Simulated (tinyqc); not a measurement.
Worked calculation: CIS on RHF in the sto-6g basis, frozen core, for H2O, spin multiplicity 1. One step of it, computed by the program tinyqc.

Question. CIS singlet states. Diagonalise A (1 hartree = 27.211386 eV); each vector has its largest component positive (the first on a tie). The transition dipole is mu = sqrt2 sum c_ia <i|r|a>.

CIS matrix A, singlet (hartree), order 2>6, 2>7, 3>6, 3>7, 4>6, 4>7, 5>6, 5>7:
$$\begin{pmatrix}
1.316045 & 0.000000 & 0.000000 & 0.052745 & 0.070542 & 0.000000 & 0.000000 & 0.000000 \\
0.000000 & 1.344204 & -0.024856 & 0.000000 & 0.000000 & -0.016971 & 0.000000 & 0.000000 \\
0.000000 & -0.024856 & 0.639928 & 0.000000 & 0.000000 & 0.044980 & 0.000000 & 0.000000 \\
0.052745 & 0.000000 & 0.000000 & 0.881211 & 0.137058 & 0.000000 & 0.000000 & 0.000000 \\
0.070542 & 0.000000 & 0.000000 & 0.137058 & 0.585015 & 0.000000 & 0.000000 & 0.000000 \\
0.000000 & -0.016971 & 0.044980 & 0.000000 & 0.000000 & 0.606360 & 0.000000 & 0.000000 \\
0.000000 & 0.000000 & 0.000000 & 0.000000 & 0.000000 & 0.000000 & 0.376711 & 0.000000 \\
0.000000 & 0.000000 & 0.000000 & 0.000000 & 0.000000 & 0.000000 & 0.000000 & 0.428915
\end{pmatrix}$$

dipole integrals <i|r|a> (bohr), order 2>6, 2>7, 3>6, 3>7, 4>6, 4>7, 5>6, 5>7:
$$\begin{pmatrix}
0.000000 & 0.000000 & -0.068348 \\
0.000000 & -0.085989 & 0.000000 \\
0.000000 & -0.867266 & 0.000000 \\
0.000000 & 0.000000 & -0.713254 \\
0.000000 & 0.000000 & -0.605216 \\
0.000000 & -0.759929 & 0.000000 \\
0.068176 & 0.000000 & 0.000000 \\
0.000000 & 0.000000 & 0.000000
\end{pmatrix}$$

Give: singlet excitation energies; lowest vectors; oscillator strengths 2/3 w |mu|^2.

Answer.

singlet excitation energies (eV): [10.2508, 11.6714, 14.3822, 15.6502, 18.2265, 25.0595, 36.2677, 36.6142]

lowest vectors, order 2>6, 2>7, 3>6, 3>7, 4>6, 4>7, 5>6, 5>7:
$$\begin{pmatrix}
0.0000 & 0.0000 & -0.0599 & 0.0000 & 0.0000 & -0.1836 \\
0.0000 & 0.0000 & 0.0000 & -0.0003 & 0.0446 & 0.0000 \\
0.0000 & 0.0000 & 0.0000 & -0.5703 & 0.8206 & 0.0000 \\
0.0000 & 0.0000 & -0.3538 & 0.0000 & 0.0000 & 0.9230 \\
0.0000 & 0.0000 & 0.9334 & 0.0000 & 0.0000 & 0.3381 \\
0.0000 & 0.0000 & 0.0000 & 0.8214 & 0.5698 & 0.0000 \\
1.0000 & 0.0000 & 0.0000 & 0.0000 & 0.0000 & 0.0000 \\
0.0000 & 1.0000 & 0.0000 & 0.0000 & 0.0000 & 0.0000
\end{pmatrix}$$

oscillator strengths 2/3 w |mu|^2: [0.0023, 0.0000, 0.0671, 0.0129, 1.1780, 0.8880]
